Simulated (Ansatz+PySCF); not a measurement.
Results of a calculation; reference values are marked as such.
## Ansatz (development build ahead of 0.2.0) run

```yaml
crystal:
  periodic: [false, false, false]
  atoms:
    - { symbol: C, position_ang: [0.0, 0.0, -0.66531] }
    - { symbol: C, position_ang: [0.0, 0.0, 0.59878] }
    - { symbol: H, position_ang: [0.0, -0.93114, -1.24031] }
    - { symbol: H, position_ang: [0.0, 0.93114, -1.24031] }
    - { symbol: H, position_ang: [0.0, -0.93114, 1.17378] }
    - { symbol: H, position_ang: [0.0, 0.93114, 1.17378] }
basis:
  gaussian: { orbitals: STO-3G }
magnetization:
  spin_polarized: true
hamiltonian:
  xc: hf
correlation:
  method: mp2
  frozen_orbitals: { C: 1, H: 0 }
scf:
  omitted_lower_state_checks: [atomic_configurations, cluster_reference, orbital_swaps, given_window_search, neighbouring_geometries, increment]
```

The input is written out in the form of the current development build from the run's settings.

Output:

```json
{"Converged": "yes", "Reference energy": "-77.07019 hartree", "Correlation energy": "-0.11250 hartree", "Total energy": "-77.18269 hartree", "Spin squared of the determinant": "0.042"}
```

Caution: another reference gives a lower total.
